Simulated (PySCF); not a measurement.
pyrrole (C4H5N), SMILES c1ccc[nH]1.

Coordinates come from a B3LYP-D3(BJ)/def2-SVP optimisation.

Computed with B3LYP-D3(BJ)/def2-SVP (PySCF).

Harmonic, unscaled wavenumbers; measured fundamentals usually lie a few per cent lower.

**Question.** List the normal modes with their intensities. (Estimate from the structure and the level; the computed values follow.)

**Answer.** 
| mode | ν (cm⁻¹) | IR (km/mol) | Raman (Å⁴/amu) | depolarisation | moving atoms (share of kinetic energy) |
|---|---|---|---|---|---|
| 1 | 518 | 71.9 | 2.8 | 0.75 | H 67 %, N 30 % |
| 2 | 632 | 0.0 | 0.0 | – | C 72 %, H 28 % |
| 3 | 646 | 0.4 | 0.1 | 0.75 | C 43 %, H 41 %, N 16 % |
| 4 | 699 | 0.0 | 1.2 | 0.75 | H 75 %, C 25 % |
| 5 | 731 | 114.6 | 0.6 | 0.75 | H 83 %, C 15 % |
| 6 | 850 | 1.3 | 0.0 | – | H 79 %, C 21 % |
| 7 | 877 | 1.0 | 2.0 | 0.75 | C 84 %, H 12 % |
| 8 | 897 | 0.1 | 0.6 | 0.37 | C 44 %, N 34 %, H 21 % |
| 9 | 901 | 0.0 | 0.6 | 0.75 | H 74 %, C 26 % |
| 10 | 1028 | 25.9 | 0.4 | 0.73 | H 72 %, C 18 %, N 9 % |
| 11 | 1059 | 24.9 | 3.1 | 0.75 | H 75 %, C 22 % |
| 12 | 1088 | 8.8 | 5.2 | 0.74 | H 68 %, C 32 % |
| 13 | 1154 | 2.9 | 7.7 | 0.75 | H 80 %, N 11 %, C 9 % |
| 14 | 1187 | 3.7 | 37.2 | 0.13 | C 66 %, N 19 %, H 14 % |
| 15 | 1303 | 2.3 | 0.0 | – | H 72 %, C 28 % |
| 16 | 1434 | 3.3 | 31.3 | 0.43 | C 85 %, H 15 % |
| 17 | 1470 | 4.5 | 3.6 | 0.75 | N 42 %, C 34 %, H 24 % |
| 18 | 1510 | 9.0 | 12.2 | 0.28 | C 64 %, H 27 %, N 8 % |
| 19 | 1584 | 3.2 | 0.2 | 0.75 | C 72 %, H 24 % |
| 20 | 3234 | 2.4 | 110.5 | 0.75 | H 92 %, C 8 % |
| 21 | 3245 | 2.6 | 35.3 | 0.55 | H 91 %, C 9 % |
| 22 | 3260 | 2.5 | 6.2 | 0.75 | H 91 %, C 9 % |
| 23 | 3265 | 0.1 | 235.9 | 0.13 | H 90 %, C 10 % |
| 24 | 3667 | 70.6 | 102.4 | 0.28 | H 93 % |
